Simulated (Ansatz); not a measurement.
Process, species as SMILES: ClCl (Cl2) + [H][H] (H2) → 2 Cl (HCl)
B3LYP-D3(BJ)/def2-TZVP geometries, fixed; electronic energies without zero-point terms.
Largest species:
```
Cl
Cl 1 2.0135
```

Basis-set convergence of the energy of full hydrogenation at PBE with Ansatz (a quantum-chemistry and plane-wave program). Cartesian d functions, on some or all atoms, in 6-311G**, 6-311+G**; all else is spherical. The program fits the integrals of some runs and decomposes those of others, by size. No added dispersion term, no relativity. Functions are those of the species that has most. Reference: the value in aug-cc-pV(5+d)Z, -42.59 kcal/mol, itself unsure by roughly 0.08 kcal/mol (its mean distance from pcseg-4, aug-pcseg-3, aug-cc-pV(Q+d)Z).

```json
[
 {"basis": "STO-3G", "functions": "18", "energy of full hydrogenation (kcal/mol)": "-18.94"},
 {"basis": "3-21G", "functions": "26", "energy of full hydrogenation (kcal/mol)": "-45.91"},
 {"basis": "6-31G", "functions": "26", "energy of full hydrogenation (kcal/mol)": "-44.09"},
 {"basis": "pcseg-1", "functions": "36", "energy of full hydrogenation (kcal/mol)": "-45.51"},
 {"basis": "cc-pV(D+d)Z", "functions": "46", "energy of full hydrogenation (kcal/mol)": "-45.43"},
 {"basis": "6-311G**", "functions": "54", "energy of full hydrogenation (kcal/mol)": "-49.62"},
 {"basis": "aug-pcseg-1", "functions": "54", "energy of full hydrogenation (kcal/mol)": "-46.00"},
 {"basis": "6-311+G**", "functions": "62", "energy of full hydrogenation (kcal/mol)": "___"},
 {"basis": "aug-cc-pV(D+d)Z", "functions": "64", "energy of full hydrogenation (kcal/mol)": "___"},
 {"basis": "pcseg-2", "functions": "68", "energy of full hydrogenation (kcal/mol)": "-43.51"},
 {"basis": "def2-TZVPD", "functions": "92", "energy of full hydrogenation (kcal/mol)": "-42.37"},
 {"basis": "6-311++G(3df,3pd)", "functions": "94", "energy of full hydrogenation (kcal/mol)": "___"},
 {"basis": "aug-pcseg-2", "functions": "100", "energy of full hydrogenation (kcal/mol)": "-43.16"},
 {"basis": "pcseg-3", "functions": "128", "energy of full hydrogenation (kcal/mol)": "-42.62"},
 {"basis": "def2-QZVPP", "functions": "140", "energy of full hydrogenation (kcal/mol)": "___"},
 {"basis": "def2-QZVPPD", "functions": "158", "energy of full hydrogenation (kcal/mol)": "-42.69"},
 {"basis": "aug-pcseg-3", "functions": "178", "energy of full hydrogenation (kcal/mol)": "-42.58"},
 {"basis": "cc-pV(5+d)Z", "functions": "200", "energy of full hydrogenation (kcal/mol)": "-42.48"}
]
```

Some entries are withheld; supply them.


- 6-311+G**, energy of full hydrogenation (kcal/mol): -48.24
- aug-cc-pV(D+d)Z, energy of full hydrogenation (kcal/mol): -47.02
- 6-311++G(3df,3pd), energy of full hydrogenation (kcal/mol): -44.47
- def2-QZVPP, energy of full hydrogenation (kcal/mol): -42.53
